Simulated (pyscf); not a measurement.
SiH₃• (SMILES [SiH3]) + H₂O (SMILES O) → HO–SiH₂• (SMILES O[SiH2]) + H₂ (SMILES [H][H]), a four-centre exchange (doublet surface; H–Si, H–O broken, O–Si, H–H formed). Optimised with ωB97X-D3(BJ)/def2-SVP in PySCF. Energies in kcal/mol from the separated reactants.

GFN2-xTB: tblite. Open shells are spin-unrestricted. 

In single points GFN2-xTB puts the saddle at 34.9 kcal/mol and the reaction energy at -14.7 kcal/mol. Should these be trusted to within a few kcal/mol? Compare with ωB97M-D3(BJ)/def2-TZVP.

ωB97M-D3(BJ)/def2-TZVP gives ΔE‡ = 29.4 kcal/mol and ΔE = -14.7 kcal/mol. GFN2-xTB lies 5.4 kcal/mol over it in the barrier and 0.0 kcal/mol under it in the reaction energy, so on this step it does not hold to within 3.0 kcal/mol. ωB97M-D3(BJ)/def2-TZVP has limits of its own. The same reactants have a lower exit, to HO–SiH₃ + H• (barrier +23.6 kcal/mol at ωB97M-D3(BJ)/def2-TZVP, against +29.4 kcal/mol here). One saddle was located; it need not be the lowest between these sides.
